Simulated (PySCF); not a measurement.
**NaN⁻ at UHF-CCSD(T)**

Computed with UHF-CCSD(T); PySCF, no relativity, basis sets Na def2-SVPD, N def2-SVPD.

For NaN⁻, the state is ⁴Σ⁻ (quartet), unpaired electrons σ ↑, π ↑↑ and the bond length is 2.351 Å. The harmonic wavenumber is 320 cm⁻¹, the force constant is 0.525 mdyn/Å and the rotational constant Be is 0.3503 cm⁻¹. The anharmonicity ωexe is 3.26 cm⁻¹, the vibration–rotation constant αe is 0.00532 cm⁻¹ and the well depth De to Na⁻ + N is 0.52 eV. The dissociation energy D0 is 0.50 eV.

Correlated steps freeze 2 core orbitals. Correlated levels converge slowly with the basis: in double zeta they bind strong bonds too weakly, by up to about 1 eV, and carry superposition errors of some tenths. For an ion De counts to the pair picked by the measured ionisation energies or electron affinities, which need not be the lowest pair at this level. The state is the lowest determinant that a PBE0 search found; another state may lie lower at other levels.
